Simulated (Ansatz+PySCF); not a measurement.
The numbers below are computed, except where a source is named.
Input for PySCF 2.14.0:

```python
from pyscf import gto, scf, mp

mol = gto.M(atom="""
C 1.256660 -0.252970 0.091020
N 0.093590 0.471390 -0.136430
C -1.191330 -0.186450 0.033390
H -1.992510 0.481920 -0.288670
H 1.253950 -1.282380 -0.248050
H 2.185760 0.301210 0.046020
H 0.115420 1.413970 0.227900
H -1.224480 -1.078080 -0.598740
H -1.385260 -0.499850 1.070100
""", basis='cc-pvtz', charge=0, spin=1)
mf = scf.UHF(mol)
mf.kernel()
pt = mp.MP2(mf, frozen=3).run()
print(mf.e_tot, pt.e_corr, pt.e_tot)
```

The script is written out from the run's settings.

Results

```json
{
  "Converged": "yes",
  "Reference energy": "-133.66949 hartree",
  "Correlation energy": "-0.54276 hartree",
  "Total energy": "-134.21224 hartree",
  "Spin squared of the determinant": "0.763"
}
```
